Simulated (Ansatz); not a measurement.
Osmium, hcp: convergence with Methfessel-Paxton smearing

Computed with Ansatz, r²SCAN, scalar-relativistic PAW, on the relaxed cell (a = 2.739 Å, c = 4.314 Å (c/a = 1.575); spin not included). Errors count from a run at 500 eV on a Γ-centred 22×22×12 mesh with Fermi-Dirac smearing of 0.1 eV, extrapolated to zero width. Fixed here: cutoff 500 eV, mesh 13×13×7. The SCF starts from atomic densities corrected by a trained network.

```
width (eV)  E(σ→0) error (meV/atom)  F error (meV/atom)  P (GPa)  SCF iterations
      0.01                      1.1                 1.1    -0.26               6
      0.03                      1.0                 1.0    -0.25               7
       0.1                      0.8                 0.7    -0.25               6
       0.2                      0.6                 0.9    -0.25               7
       0.3                      1.1                 1.6    -0.22               7
       0.6                      2.1                 2.8    -0.15               6
       1.0                      0.4                10.0    -0.60               6
```
